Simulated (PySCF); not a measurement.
**Question.** Give a GFN2-xTB geometry of InChI=1S/C5H11O/c1-3-4-5(2)6/h5H,3-4H2,1-2H3/q-1/t5-/m1/s1. (Charge -1.)

**Answer.** 
```
atom  x, y, z in Å
C1     2.1242    0.1062    0.5380
C2     1.3729    0.0398   -0.7852
C3    -0.0354   -0.5007   -0.5613
C4    -0.9359    0.4903    0.2891
C5    -2.3816   -0.1396    0.2668
O6    -0.5036    0.7666    1.4919
H7     3.0135    0.7355    0.4726
H8     2.4236   -0.8911    0.8620
H9     1.4051    0.5148    1.2605
H10    1.2957    1.0476   -1.2063
H11    1.9156   -0.5821   -1.5172
H12    0.0240   -1.4539   -0.0283
H13   -0.5198   -0.6769   -1.5304
H14   -1.0275    1.4207   -0.3910
H15   -3.0680    0.5283    0.7851
H16   -2.3667   -1.0919    0.7960
H17   -2.7429   -0.3016   -0.7521
```

Orientation and origin are arbitrary. Atoms count from 1 in this order. The C–C distances run from 1.523 Å (C1–C2, drawn single) to 1.586 Å (C3–C4, drawn single), a spread of 0.063 Å. Of the pairs four or more bonds apart, O6···H9 is among the closest relative to their van der Waals radii: 1.94 Å, 71 % of the sum of Bondi's values.

Bonds between heavy atoms (Å): C1–C2 1.523, C2–C3 1.525, C3–C4 1.586, C4–C5 1.577, C4–O6 1.308.

Structure optimised with GFN2-xTB, isolated species.

Point group: C1 (no symmetry element, even within 0.4 Å). No frequency check. Torsions: C1–C2–C3–C4 67°, C2–C3–C4–C5 173°.

One conformer stands for the species.

These are computed values.
